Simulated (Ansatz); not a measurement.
# AlHN: the cost of one run

Computed with Ansatz 0.2.0, Gaussian basis. Level: the settings change from run to run.

18 further runs of the same task are left out: 1 for a mislabelled method, 1 for a known fault of the program, 15 that didn't finish, 1 set aside as unsound or not needed.

## (1) What is computed

The geometry derives from a PBE0/def2-TZVP stationary point (not a proven minimum). One bond is set to the value named and the two fragments are kept rigid.

3 atoms, charge 0, spin multiplicity 2.

Atoms are counted from 1 here; the program's logs count them from 0.

Bond lengths: Al1–N2 1.737 Å, N2–H3 1.110 Å. Angles: Al1–N2–H3 130.8°.

## (2) CCSDT(Q)/B on UHF/cc-pVDZ

The input, in.yaml:

```yaml
crystal:
  periodic: [false, false, false]
  atoms:
    - {symbol: Al, position_ang: [0.000000, 0.031096, 0.638125]}
    - {symbol: N, position_ang: [0.000000, -0.108241, -1.093705]}
    - {symbol: H, position_ang: [0.000000, 0.671751, -1.883459]}
basis:
  gaussian: {orbitals: cc-pVDZ}
magnetization: {spin_polarized: true, initial_magnetization: 1}
correlation: {method: ccsdt_q_b, electrons: outside_noble_gas, diis_vectors: 4}
accuracy: high
```

Command:

```sh
$ ansatz run in.yaml --threads 1 --pin off --events-out ev --progress --plain --max-ram 2393MiB
```

Q: Estimate wall time and peak memory on 1 thread of Arm Neoverse V1, shared host.

About 33 s, with a peak of 0.28 GiB.
